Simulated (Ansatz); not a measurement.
`B[NH]` radical. The species carries charge 0 and has multiplicity 2. The structure was optimised at the PBE0-D4/def2-TZVP level.

```xyz
5

B    -0.093   -0.380   -0.288
N     0.257    0.554    0.589
H    -0.838   -0.081   -1.193
H     0.318   -1.508   -0.195
H     0.356    1.415    1.087
```

Task: What is the dipole moment at ωB97M-V/def2-TZVPP? (Estimate.)

Result: Computed: 1.41 D, with components (0.15, 1.20, 0.71) D in this frame, pointing from negative to positive charge.

Task: And with PBE, r2SCAN, B3LYP? (An estimate is asked.)

Result: Ansatz gave: PBE 1.25 D, r2SCAN 1.35 D, B3LYP 1.33 D.

Task: Give the Mulliken charges with ωB97M-V, r2SCAN, B3LYP in def2-TZVPP. (An estimate is asked.)

Result: The calculation gave: 
```csv
atom,ωB97M-V,r2SCAN,B3LYP
B1,-0.16,-0.05,-0.11
N2,-0.11,-0.15,-0.14
H3,0.05,0.00,0.02
H4,0.05,0.00,0.02
H5,0.17,0.21,0.20
```

B3LYP here is the variant with VWN-RPA as its local correlation; programs differ in this.
